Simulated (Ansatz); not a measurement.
`ClCC1=CN1` + H–F → `FCCl` + `C1=CN1` at 400 K and 1 bar (substitution at a C–C bond).

Program: Ansatz. Geometries: PBE0-D4/def2-TZVP. ΔE: electronic, gas phase. CCSD(T)/CBS adds triple-zeta CCSD(T) − MP2 to the extrapolated MP2 energy (def2 sets, frozen cores). This one scheme is used for every species. Each species was taken in one conformer, which may not be the lowest.

```
    species  CCSD(T)/CBS energy (Eh)  H − E (kJ/mol)  S (J/(mol·K))
`ClCC1=CN1`               -630.90921           195.6          344.1
        H–F               -100.39570            36.5          182.2
     `FCCl`               -598.81139            98.2          279.0
   `C1=CN1`               -132.46664           132.8          265.7
```

H − E and S are ideal-gas, rigid-rotor, harmonic terms from PBE0-D4/def2-TZVP, for one conformer and one mirror image of each species. 1 Eh = 2625.50 kJ/mol, R = 8.31446 J/(mol·K).

Q: By hand: ΔE, ΔH, ΔS and ΔG.

A: ΔE = (-598.81139) + (-132.46664) − (-630.90921) − (-100.39570) = 0.02688 Eh = 70.6 kJ/mol. Δ(H − E) = 98.2 + 132.8 − 195.6 − 36.5 = -1.1, so ΔH = 69.5 kJ/mol. ΔS = 279.0 + 265.7 − 344.1 − 182.2 = 18.4 J/(mol·K). ΔG = 69.5 − 400 × (18.4)/1000 = 62.1 kJ/mol.

Q: By hand: the equilibrium constant, and the temperature at which ΔG would vanish if ΔH and ΔS stayed fixed.

A: log₁₀ K = −ΔG/(RT ln 10) = -8.1. ΔG = 0 at ΔH/ΔS = 3777 K, far beyond where these terms or the molecules hold.

ΔH outweighs TΔS. A doubt of 5 kJ/mol in ΔE shifts log₁₀ K by 0.7 here. Other conformers and mirror images would add mixing entropy, several J/(mol·K) or more a flexible species. These are equilibria of isolated gas molecules and say nothing of rates. Largest T1 diagnostic: 0.011 (customary marks: 0.02 for closed shells, 0.045 for open ones).
